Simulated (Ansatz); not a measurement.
Geometry optimisation, UKS B3LYP/cc-pVDZ in Ansatz 0.2.0.

Input:

```yaml
crystal:
  periodic: [false, false, false]
  atoms:
    - { symbol: Al, position_ang: [0.0, 0.0, 0.0] }
    - { symbol: H, position_ang: [0.0, 0.0, 1.81] }
    - { symbol: O, position_ang: [1.5415, 0.0, -0.89] }
    - { symbol: H, position_ang: [1.8414, -0.9519, -1.0449] }
    - { symbol: O, position_ang: [-1.5415, 0.0, -0.89] }
    - { symbol: H, position_ang: [-2.0512, -0.8467, -0.6815] }
    - { symbol: H, position_ang: [0.0, 0.0, 2.77] }
magnetization:
  spin_polarized: true
  initial_magnetization: 1
basis:
  gaussian: { orbitals: cc-pVDZ }
hamiltonian:
  xc: b3lyp
relax:
  f_tol: 0.15
  max_steps: 25
  restrain:
    - { distance: [1, 6], at: 0.66, k: 30.0 }
    - { distance: [0, 1], at: 2.76, k: 30.0 }
```

Launched with:

```bash
$ ansatz run input.yaml --threads 2 --pin off --max-ram 3072MiB --backend cpu --events-out ev --progress --plain --runs-dir out
```

Question: Where does it end, and by what steps?

Answer: It converged. The restraints hold the end off the free minimum. After 9 steps the energy has fallen by 0.920 eV (the restraints' own energy left out); Al1 moved furthest, 0.90 Å. Parted: Al1–H2.

```csv
step,energy less start (eV),largest force component (eV/Å),accepted
0,0.0000,1.871,yes
1,-0.3654,1.515,yes
2,-0.1685,5.161,yes
3,-0.5580,1.336,yes
4,-0.6892,1.554,yes
5,-0.7631,1.722,yes
6,-0.8121,1.734,yes
7,-0.8562,1.556,yes
8,-0.8985,1.590,yes
9,-0.9203,1.477,yes
```

```xyz
7
Properties=species:S:1:pos:R:3
Al -0.042 -0.801 -0.408
H 0.042 -0.144 2.275
O 1.394 -0.134 -1.136
H 2.264 -0.485 -0.908
O -1.529 -0.105 -0.995
H -2.379 -0.383 -0.631
H 0.040 0.253 2.876
```

Run time: 18 s on 2 threads of Intel(R) Xeon(R) Platinum 8488C (Sapphire Rapids) (shared host), peak memory 0.18 GiB.
